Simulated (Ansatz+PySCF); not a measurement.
The numbers below are computed, except where a source is named.
A run of PySCF 2.14.0 on singlet CH4 at this shape:

```xyz
5

C     0.0000    0.0000    0.0000
H     1.3948    1.3948    1.3948
H     0.6340   -0.6340   -0.6340
H    -0.6340    0.6340   -0.6340
H    -0.6340   -0.6340    0.6340
```

Its results:

```
Converged          : yes
Reference energy   : -39.96256 hartree
Correlation energy : -0.12975 hartree
Total energy       : -40.09231 hartree
```

Task: Which input gives this output? Name the method, the orbitals and the basis set, and write the input.

Result: RHF-MP2 in 6-31G. An unrestricted run that stays on the closed shell gives the same numbers.

```python
from pyscf import gto, scf, mp

mol = gto.M(atom="""
C 0.000000 0.000000 0.000000
H 1.394770 1.394770 1.394770
H 0.633990 -0.633990 -0.633990
H -0.633990 0.633990 -0.633990
H -0.633990 -0.633990 0.633990
""", basis='6-31g', charge=0, spin=0)
mf = scf.RHF(mol)
mf.kernel()
pt = mp.MP2(mf, frozen=1).run()
print(mf.e_tot, pt.e_corr, pt.e_tot)
```

Caution: large amplitudes, a single reference is doubtful; an unrestricted determinant lies well below.
